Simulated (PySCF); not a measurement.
Compound: allyl fluoride, C3H5F.
SMILES with atom numbers: `[CH2:1]=[CH:2][CH2:3][F:4]` (hydrogens: H5, H6 on C1; H7 on C2; H8, H9 on C3)

All values: wB97X-D/pcSseg-2 (PySCF, non-relativistic), on one gas-phase PBE0-D3(BJ)/def2-TZVP geometry that isn't relaxed in the solvent. The solvent is an IEF-PCM continuum (van der Waals radii × 1.2). Specific hydrogen bonds and non-electrostatic terms are outside this model.

Gas phase at wB97X-D/pcSseg-2: HOMO -9.58 eV, LUMO 1.94 eV, dipole 1.78 D.

Question: What does the continuum do to the energy, the frontier levels and the dipole at wB97X-D/pcSseg-2 in chloroform?

Answer: 
```tsv
solvent	ε	E(solvent) − E(gas) (kcal/mol)	polarisation term (kcal/mol)	distortion of the solute (kcal/mol)	HOMO (eV)	LUMO (eV)	dipole (D)
chloroform	4.711	-2.33	-2.60	0.27	-9.50	2.02	2.14
```

Polarisation term: ½ Σ q·V over the induced surface charges. Distortion: the rise of the solute's own energy as its density leaves the gas-phase optimum.

Question: Which radius a makes the point-dipole formula ΔE = −[(ε − 1)/(2ε + 1)]·μ²/a³ give the value in chloroform, with the gas-phase dipole?

Answer: μ = 0.699 au and |ΔE| = 0.00372 Eh give a = 1.91 Å; the farthest nucleus lies 2.35 Å from the centroid of the nuclei, so such a sphere wouldn't even hold the nuclei. The formula assumes a rigid point dipole at the centre of a sphere.

The run took 15 s wall on one thread of an Arm Neoverse V1 (shared host), and the process peaked at 1.1 GiB of memory. This is the whole shielding run at wB97X-D/pcSseg-2 in chloroform, SCF included.

Conformer computed: `[CH2:1]=[CH:2][CH2:3][F:4]`: C1–C2–C3–F4 0°.

Note: wB97X-D ran without an empirical dispersion term, which enters the total energy and its gradient alone.
